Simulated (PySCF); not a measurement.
**Basis-set dependence of SO at CCSD(T)**

PySCF, UHF reference; triplet, unpaired electrons π ↑↑; De to S + O without counterpoise correction. Frozen cores follow the default of each basis and core potential.

```json
{"basis": "3-21G", "relativity": "no relativity", "functions": "22", "Re (Å)": "1.643", "ωe (cm⁻¹)": "930", "De (eV)": "3.04", "frozen orbitals": "6"}
{"basis": "6-31G(d,p)", "relativity": "no relativity", "functions": "32", "Re (Å)": "1.523", "ωe (cm⁻¹)": "1101", "De (eV)": "4.46", "frozen orbitals": "6"}
{"basis": "6-311G(d,p)", "relativity": "no relativity", "functions": "44", "Re (Å)": "1.511", "ωe (cm⁻¹)": "1101", "De (eV)": "4.35", "frozen orbitals": "6"}
```

Task: How does each smaller set differ from the one with most functions, 6-311G(d,p)?

Result: 3-21G: +13.2 pm, -15.5 % in ωe, -1.31 eV in De; 6-31G(d,p): +1.2 pm, +0.0 % in ωe, +0.11 eV in De. All at CCSD(T); the set with most functions is neither the basis-set limit nor always the best.

Measured (Huber and Herzberg, Constants of Diatomic Molecules (1979)): Re = 1.481087 Å, ωe = 1149.22 cm⁻¹. Correlated steps freeze 6 core orbitals. Correlated levels converge slowly with the basis: in double zeta they bind strong bonds too weakly, by up to about 1 eV, and carry superposition errors of some tenths. The CCSD T1 diagnostic is raised in SO, a sign that a single reference may not be enough there. 3-21G is very small, so such numbers show the basis as much as the molecule. The state was picked by a PBE0 search and need not be the measured ground state.
